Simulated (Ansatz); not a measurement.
in.yaml

```yaml
crystal:
  periodic: [false, false, false]
  atoms:
    - {symbol: B, position_ang: [-2.053886, 0.034738, 0.000000]}
    - {symbol: H, position_ang: [-2.650619, 1.068310, 0.000000]}
    - {symbol: H, position_ang: [-2.650620, -0.998833, 0.000000]}
    - {symbol: H, position_ang: [-0.489886, 0.034738, 0.000000]}
    - {symbol: Si, position_ang: [0.950114, 0.034738, 0.000000]}
    - {symbol: H, position_ang: [1.346548, -1.444775, 0.000000]}
basis:
  gaussian: {orbitals: cc-pVDZ}
magnetization: {spin_polarized: false, initial_magnetization: 1}
correlation: {method: ccsdt_q, electrons: outside_noble_gas}
```

```sh
$ ansatz run in.yaml --threads 1 --pin off --events-out ev --progress --plain --max-ram 2393MiB
```

The program prints:

```
974 factors; integrals over basis functions are off by at most 2.6e-7 eV
mean field evaluation 1: about -8590.8728 eV, gradient 1.2e1 eV
mean field evaluation 2: about -8590.8931 eV, gradient 1.2e1 eV
mean field evaluation 4: about -8591.9078 eV, gradient 1.7e0 eV
mean field evaluation 8: about -8591.9505 eV, gradient 5.0e-1 eV
mean field evaluation 16: about -8591.9571 eV, gradient 1.7e-6 eV
mean field evaluation 32: about -8591.5751 eV, gradient 2.8e-1 eV
mean field evaluation 64: about -8591.8054 eV, gradient 9.8e-1 eV
mean field evaluation 96: about -8591.0288 eV, gradient 1.9e-2 eV
mean field evaluation 128: about -8591.0288 eV, gradient 7.5e-4 eV
mean field evaluation 160: about -8591.0288 eV, gradient 7.2e-4 eV
...
cycle  16  -6.49402307 eV  change    3.3e-5 eV  update   8.1e-5
cycle  17  -6.49392237 eV  change    1.0e-4 eV  update   5.9e-5
cycle  18  -6.49392056 eV  change    1.8e-6 eV  update   3.4e-5
cycle  19  -6.49392367 eV  change   -3.1e-6 eV  update   2.4e-5
cycle  20  -6.49394030 eV  change   -1.7e-5 eV  update   1.7e-5
cycle  21  -6.49394483 eV  change   -4.5e-6 eV  update   1.1e-5
cycle  22  -6.49393905 eV  change    5.8e-6 eV  update   5.8e-6
cycle  23  -6.49393639 eV  change    2.7e-6 eV  update   3.4e-6
cycle  24  -6.49393557 eV  change    8.2e-7 eV  update   1.6e-6
cycle  25  -6.49393535 eV  change    2.2e-7 eV  update   9.0e-7
perturbative correction -0.01469720 eV, -0.0005401122 hartree
Total energy: -8598.46574649 eV, -315.9877879340 hartree
```

Ran on 1 thread of Intel Xeon 6975P-C, shared host: 33 s wall, 0.62 GiB peak host memory.
